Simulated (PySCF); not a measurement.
**S: ionisation energy**

S [Ne] 3s2 3p4 (3P) → S⁺ [Ne] 3s2 3p3 (4S), as a difference of total energies. Computed with PySCF 2.14 in def2-SVP (4s3p1d, 18 functions), with the non-relativistic Hamiltonian (point nucleus). Correlated levels: valence: [Ne] frozen. The calculations carry no spin-orbit coupling.

Problem. Order these methods by the ionisation energy they give, lowest first.
A. UHF
B. MP2 (valence)
C. LDA
D. SCS-MP2 (valence)

Solution. A (9.190 eV), B (9.563 eV), D (9.603 eV), C (10.437 eV).

Errors of the correlated levels include the incompleteness of this basis and the frozen core.

For comparison: 10.336 eV (measured; NIST levels, between the centres of gravity of the two terms).
